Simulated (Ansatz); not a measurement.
SiB₃ (Imma, No. 74; cell taken from a computed entry) was calculated with HSE06 in Ansatz (PAW).

Settings: plane-wave cutoff 460 eV, 4×4×4 k mesh, Fermi–Dirac smearing 0.01 eV, scalar-relativistic PAW data made under PBE.

Cell (relaxed with PBEsol):

```cif
data_B48Si16
_chemical_formula_sum 'Si16 B48'
_space_group_name_H-M_alt 'Imma'
_space_group_IT_number 74
_space_group_name_Hall '-I 2b 2'
_cell_length_a 8.31598
_cell_length_b 12.53445
_cell_length_c 6.19944
_cell_angle_alpha 90.000
_cell_angle_beta 90.000
_cell_angle_gamma 90.000
loop_
_atom_site_label
_atom_site_type_symbol
_atom_site_symmetry_multiplicity
_atom_site_Wyckoff_symbol
_atom_site_fract_x
_atom_site_fract_y
_atom_site_fract_z
_atom_site_occupancy
Si1 Si 8 i 0.26813 0.25000 0.06333 1
Si2 Si 8 h 0.00000 0.65415 0.00222 1
B1 B 8 h 0.00000 0.07406 0.72339 1
B2 B 16 j 0.38902 0.11254 0.00244 1
B3 B 16 j 0.17551 0.00148 0.65440 1
B4 B 8 h 0.00000 0.06920 0.27208 1
```
(The calculation used a cell of 32 atoms; values per cell refer to that cell.)

### Question
Estimate the band gap, smallest direct gap on the k points sampled and direct gap at Γ that the calculation returns.

### Answer

- band gap = 2.16 eV (on the SCF k mesh) (indirect)
- smallest direct gap on the k points sampled = 2.21 eV
- direct gap at Γ = 2.26 eV

Note: cell and atoms aren't relaxed at this level (largest force component 0.14 eV/Å).

Static lattice: no zero-point or thermal effects.

It cost very roughly 8 core-minutes of CPU time.

Ansatz is a first-principles code.
